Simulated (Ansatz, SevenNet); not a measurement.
For tetradymite Bi₂Te₃, the machine-learned potential SevenNet-l3i5 (trained on PBE and PBE+U data) gives:

lattice constant a: 4.451 Å
lattice parameter c: 31.827 Å

Q: What does r²SCAN+rVV10 (plane waves, PAW; Ansatz, an electronic-structure program) give for the same quantities?

A: 
- lattice constant a: 4.394 Å (drops by 1.3 %)
- lattice parameter c: 31.391 Å (shrinks by 1.4 %)

For comparison: lattice constant a 4.386 Å (measured, temperature not stated, not corrected to a static lattice; as tabulated in Luo et al. (2012), arXiv:1308.1523); lattice parameter c 30.497 Å (measured, temperature not stated, no zero-point or thermal correction; as tabulated in Luo et al. (2012), arXiv:1308.1523).

Changes are worked out from the printed values.

Unless a cell is named, each level is at its own relaxed cell (SevenNet-l3i5 36.40, r²SCAN+rVV10 35.00 Å³/atom).

Levels without +SOC leave out spin–orbit coupling, which shifts energies and cells of such heavy elements.

Ansatz's density-functional and Hartree–Fock values are scalar-relativistic unless marked +SOC, with PAW data made under PBE.
